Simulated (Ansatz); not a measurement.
Basis-set extrapolation for CH6AlB, SMILES `C[BH][AlH2]` (PBE0-D4/def2-TZVP geometry, frozen core, Ansatz 0.2.0). Multiplicity 1, RHF reference.

|  | def2-TZVPP | def2-QZVPP |
| --- | --- | --- |
| HF | -307.946521 | -307.956864 |
| MP2 correlation | -0.359147 | -0.382456 |
| CCSD(T) correlation | -0.419728 | not run |

Energies in hartree. Use E(X) = E(∞) + A·exp(−7.88·√X) for Hartree–Fock and E(X) = E(∞) + B·X^(−2.97) for correlation, with X = 3 and 4, and add CCSD(T) minus MP2 of the smaller set to the MP2 limit.

Task: What is the CCSD(T) energy at the basis-set limit?

Result: HF limit: -307.956864 + (-0.010343) × 0.13774 = -307.95829. MP2 limit: -0.382456 + (-0.023309) × 0.74074 = -0.39972. Higher-order term: -0.419728 − (-0.359147) = -0.06058. Total: -308.41859 hartree, 1.42 eV below CCSD(T)/def2-TZVPP.
